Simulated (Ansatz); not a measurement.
A calculation with Ansatz (development build ahead of 0.2.0).

```yaml
crystal:
  periodic: [false, false, false]
  atoms:
    - { symbol: B, position_ang: [0.35758, -0.03089, 0.81529] }
    - { symbol: B, position_ang: [-0.35682, 0.01974, -0.8222] }
    - { symbol: H, position_ang: [-0.36908, 0.88379, 0.18472] }
    - { symbol: H, position_ang: [0.35505, -0.90285, -0.18601] }
    - { symbol: H, position_ang: [-0.28236, -0.47498, 1.72155] }
    - { symbol: H, position_ang: [1.46682, 0.38688, 0.96876] }
    - { symbol: H, position_ang: [-1.46378, -0.39625, -0.99491] }
    - { symbol: H, position_ang: [0.29465, 0.47028, -1.71665] }
basis:
  gaussian: { orbitals: def2-SVP }
magnetization:
  spin_polarized: true
  initial_magnetization: 2
hamiltonian:
  xc: hf
correlation:
  method: mp2
  frozen_orbitals: { B: 1, H: 0 }
output:
  forces: true
```

The input is written out in the form of the current development build from the run's settings.

Results

```yaml
Converged: yes
Reference_energy: -52.50593 hartree
Correlation_energy: -0.22192 hartree
Total_energy: -52.72785 hartree
Spin_squared_of_the_determinant: 2.030
Stability_test: minimum
```

Forces (eV/Å):
```tsv
atom	Fx	Fy	Fz
B1	-1.646	-0.515	-0.754
B2	8.743	3.229	1.677
H3	-0.149	-0.385	0.449
H4	-0.317	-0.006	0.535
H5	-0.037	-0.175	0.815
H6	0.523	0.210	-0.041
H7	-4.080	-1.320	-1.785
H8	-3.037	-1.038	-0.896
```

Caution: another spin multiplicity may lie lower; MP2 forces lie far from those of the mean fields; the determinant breaks the point group.
